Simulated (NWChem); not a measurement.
System: hydrogen chloride (HCl); SMILES Cl

Here is an NWChem input.

```
start job
memory heap 200 mb stack 900 mb global 1100 mb
geometry units angstroms noautoz
  Cl     0.000000     0.000000     0.075025
  H      0.000000     0.000000    -1.210165
end
basis spherical
  * library def2-tzvpd
end
dft
  xc b3lyp
  iterations 150
  mulliken
end
task dft energy
```

Parts of the log:

```
             Northwest Computational Chemistry Package (NWChem) 7.3.0
             --------------------------------------------------------

 ORDER OF PRIMARY AXIS IS BEING SET TO 4
 C4V symmetry detected

                             Geometry "geometry" -> ""
                             -------------------------

 Output coordinates in angstroms (scale by  1.889725989 to convert to a.u.)

  No.       Tag          Charge          X              Y              Z
 ---- ---------------- ---------- -------------- -------------- --------------
    1 Cl                  17.0000     0.00000000     0.00000000     0.07139944
    2 H                    1.0000     0.00000000     0.00000000    -1.21379056

 Effective nuclear repulsion energy (a.u.)       6.9997535252

      Symmetry information
      --------------------

 Group name             C4v
 Group number             18
 Group order               8
 No. of unique centers     2

                                 NWChem DFT Module
                                 -----------------

 Summary of "ao basis" -> "ao basis" (spherical)
 ------------------------------------------------------------------------------
       Tag                 Description            Shells   Functions and Types
 ---------------- ------------------------------  ------  ---------------------
 Cl                        def2-tzvpd               16       46   6s6p3d1f
 H                         def2-tzvpd                5        9   3s2p

      Symmetry analysis of basis
      --------------------------

        a1         21
        a2          0
        b1          4
        b2          4
        e          26

            General Information
            -------------------
          SCF calculation type: DFT
          Wavefunction type:  closed shell.
          No. of atoms     :     2
          No. of electrons :    18
           Alpha electrons :     9
            Beta electrons :     9
          Charge           :     0
          Spin multiplicity:     1
          Use of symmetry is: on ; symmetry adaption is: on
          Maximum number of iterations: 150
          AO basis - number of functions:    55
                     number of shells:    21
          Convergence on energy requested:  1.00D-06
          Convergence on density requested:  1.00D-05
          Convergence on gradient requested:  5.00D-04

              XC Information
              --------------
                         B3LYP Method XC Potential
                     Hartree-Fock (Exact) Exchange  0.200
                        Slater Exchange Functional  0.800 local
                    Becke 1988 Exchange Functional  0.720 non-local
              Lee-Yang-Parr Correlation Functional  0.810
                  VWN I RPA Correlation Functional  0.190 local

             Grid Information
             ----------------
          Grid used for XC integration:  medium
          Radial quadrature: Mura-Knowles
          Angular quadrature: Lebedev.
          Tag              B.-S. Rad. Rad. Pts. Rad. Cut. Ang. Pts.
          ---              ---------- --------- --------- ---------
          Cl                  1.00       88           9.0       590
          H                   0.35       45           8.0       434
          Grid pruning is: on
          Number of quadrature shells:   133
          Spatial weights used:  Erf1

      Superposition of Atomic Density Guess
      -------------------------------------

 Sum of atomic energies:        -459.97771608

      Non-variational initial energy
      ------------------------------

 Total energy =    -460.044913
 1-e energy   =    -649.077279
 2-e energy   =     182.032612
 HOMO         =      -0.448583
 LUMO         =       0.048574

      Symmetry analysis of molecular orbitals - initial
      -------------------------------------------------

 !! scf_movecs_sym_adapt:    8 vectors were symmetry contaminated

  Symmetry fudging

 !! scf_movecs_sym_adapt:    6 vectors were symmetry contaminated

  Numbering of irreducible representations:

     1 a1          2 a2          3 b1          4 b2          5 e

  Orbital symmetries:

     1 a1          2 a1          3 a1          4 e           5 e
     6 a1          7 a1          8 e           9 e          10 a1
    11 a1         12 e          13 e          14 a1         15 e
    16 e          17 b1         18 b2         19 a1

     ---------------------------------------------
      Total Density - Mulliken Population Analysis
     ---------------------------------------------

    Atom       Charge   Shell Charges
 -----------   ------   -------------------------------------------------------
    1 Cl  17    17.44   2.01  0.45  1.52  1.10  0.85  0.03  4.19  1.69  1.11  2.93  1.53  0.03  0.01  0.01  0.00  0.00
    2 H    1     0.56   0.17  0.33  0.03  0.03  0.01

   convergence    iter        energy       DeltaE   RMS-Dens  Diis-err
 ---------------- ----- ----------------- --------- --------- ---------
 d= 0,ls=0.0,diis     1   -460.8145617376 -4.68D+02  6.05D-03  5.33D-01
 d= 0,ls=0.0,diis     2   -460.8260646301 -1.15D-02  3.93D-03  7.45D-02
 d= 0,ls=0.0,diis     3   -460.8316406489 -5.58D-03  1.65D-03  3.93D-02
 d= 0,ls=0.0,diis     4   -460.8368645622 -5.22D-03  1.47D-04  1.25D-04
 d= 0,ls=0.0,diis     5   -460.8368767613 -1.22D-05  3.48D-05  1.33D-05
  Resetting Diis
 d= 0,ls=0.0,diis     6   -460.8368779372 -1.18D-06  4.16D-06  1.12D-07
 d= 0,ls=0.0,diis     7   -460.8368779514 -1.42D-08  9.51D-07  1.53D-09

         Total DFT energy =     -460.836877951379
      One electron energy =     -649.909198494058
           Coulomb energy =      210.688246056209
    Exchange-Corr. energy =      -28.615679038686
 Nuclear repulsion energy =        6.999753525156

 Numeric. integr. density =       18.000001151035

                  Occupations of the irreducible representations
                  ----------------------------------------------

                     irrep           alpha         beta
                     --------     --------     --------
                     a1                5.0          5.0
                     a2                0.0          0.0
                     b1                0.0          0.0
                     b2                0.0          0.0
                     e                 4.0          4.0

                       DFT Final Molecular Orbital Analysis
                       ------------------------------------

 Vector    7  Occ=2.000000D+00  E=-4.785942D-01  Symmetry=a1
              MO Center=  6.0D-16, -1.0D-15, -1.5D-01, r^2= 1.3D+00
   Bfn.  Coefficient  Atom+Function         Bfn.  Coefficient  Atom+Function
  ----- ------------  ---------------      ----- ------------  ---------------
    18      0.414005  1 Cl pz                48     -0.247000  2 H  s
     4      0.228253  1 Cl s                  5      0.212215  1 Cl s
    15      0.211951  1 Cl pz                21      0.190832  1 Cl pz
     9     -0.172965  1 Cl pz                47     -0.162828  2 H  s
     3     -0.158468  1 Cl s                 12     -0.081379  1 Cl pz

 Vector    8  Occ=2.000000D+00  E=-3.389907D-01  Symmetry=e
              MO Center= -4.1D-17,  1.3D-17,  3.2D-02, r^2= 1.2D+00
   Bfn.  Coefficient  Atom+Function         Bfn.  Coefficient  Atom+Function
  ----- ------------  ---------------      ----- ------------  ---------------
    17      0.537995  1 Cl py                20      0.337263  1 Cl py
    14      0.259430  1 Cl py                 8     -0.209531  1 Cl py
    11     -0.096069  1 Cl py                16      0.070499  1 Cl px
    19      0.044195  1 Cl px                13      0.033996  1 Cl px
     7     -0.027457  1 Cl px

 Vector    9  Occ=2.000000D+00  E=-3.389907D-01  Symmetry=e
              MO Center=  7.5D-16,  2.6D-17,  3.2D-02, r^2= 1.2D+00
   Bfn.  Coefficient  Atom+Function         Bfn.  Coefficient  Atom+Function
  ----- ------------  ---------------      ----- ------------  ---------------
    16      0.537995  1 Cl px                19      0.337263  1 Cl px
    13      0.259430  1 Cl px                 7     -0.209531  1 Cl px
    10     -0.096069  1 Cl px                17     -0.070499  1 Cl py
    20     -0.044195  1 Cl py                14     -0.033996  1 Cl py
     8      0.027457  1 Cl py

 Vector   10  Occ=0.000000D+00  E=-1.863575D-02  Symmetry=a1
              MO Center=  3.6D-15, -3.0D-15, -1.1D+00, r^2= 4.2D+00
   Bfn.  Coefficient  Atom+Function         Bfn.  Coefficient  Atom+Function
  ----- ------------  ---------------      ----- ------------  ---------------
     6      1.404276  1 Cl s                 49     -0.703190  2 H  s
    55     -0.623206  2 H  pz                18      0.344701  1 Cl pz
     4     -0.284002  1 Cl s                 48      0.256039  2 H  s
    24     -0.209259  1 Cl pz                37      0.197393  1 Cl d  0
    21     -0.161892  1 Cl pz                 3      0.160055  1 Cl s

 Vector   11  Occ=0.000000D+00  E= 4.452401D-02  Symmetry=a1
              MO Center=  4.0D-15, -8.5D-16,  6.0D-01, r^2= 1.1D+01
   Bfn.  Coefficient  Atom+Function         Bfn.  Coefficient  Atom+Function
  ----- ------------  ---------------      ----- ------------  ---------------
    24      1.258522  1 Cl pz                49      0.791928  2 H  s
     6     -0.348303  1 Cl s                  5     -0.181818  1 Cl s
     4     -0.096117  1 Cl s                 21      0.092323  1 Cl pz
    32      0.086642  1 Cl d  0              48      0.080667  2 H  s
    47      0.076036  2 H  s                  3      0.062234  1 Cl s

 Vector   12  Occ=0.000000D+00  E= 5.141953D-02  Symmetry=e
              MO Center= -4.3D-14,  1.4D-14,  3.4D-02, r^2= 1.2D+01
   Bfn.  Coefficient  Atom+Function         Bfn.  Coefficient  Atom+Function
  ----- ------------  ---------------      ----- ------------  ---------------
    22      1.107895  1 Cl px                23     -0.411786  1 Cl py
    19     -0.242130  1 Cl px                16     -0.123397  1 Cl px
    53     -0.107708  2 H  px                38      0.100802  1 Cl d  1
    20      0.089996  1 Cl py                13     -0.087336  1 Cl px
     7      0.054937  1 Cl px                17      0.045864  1 Cl py

     ---------------------------------------------
      Total Density - Mulliken Population Analysis
     ---------------------------------------------

    Atom       Charge   Shell Charges
 -----------   ------   -------------------------------------------------------
    1 Cl  17    17.23   2.01  0.43  1.52  1.15  0.81  0.03  4.19  1.67  1.15  2.76  1.43  0.04  0.01  0.02  0.00  0.00
    2 H    1     0.77   0.24  0.42  0.03  0.03  0.05

     -------------------------------------------
      Total Density - Lowdin Population Analysis
     -------------------------------------------

    Atom       Charge   Shell Charges
 -----------   ------   -------------------------------------------------------
    1 Cl  17    16.75   1.98  0.84  1.14  0.88  0.64  0.14  3.93  1.90  1.26  2.44  1.42  0.12  0.01  0.03  0.01  0.00
    2 H    1     1.25   0.23  0.38  0.17  0.10  0.37

     Multipole analysis of the density
     ---------------------------------

     L   x y z        total         alpha         beta         nuclear
     -   - - -        -----         -----         ----         -------
     0   0 0 0     -0.000000     -9.000000     -9.000000     18.000000

     1   1 0 0     -0.000000     -0.000000     -0.000000      0.000000
     1   0 1 0      0.000000      0.000000      0.000000      0.000000
     1   0 0 1     -0.432578     -0.216289     -0.216289      0.000000

     2   2 0 0    -10.516992     -5.258496     -5.258496      0.000000
     2   1 1 0     -0.000000     -0.000000     -0.000000      0.000000
     2   1 0 1     -0.000000     -0.000000     -0.000000      0.000000
     2   0 2 0    -10.516992     -5.258496     -5.258496      0.000000
     2   0 1 1     -0.000000     -0.000000     -0.000000      0.000000
     2   0 0 2     -7.800781     -6.685734     -6.685734      5.570687
```

Level: B3LYP/def2-TZVPD. The geometry was optimised at PBE0/def2-SVP.
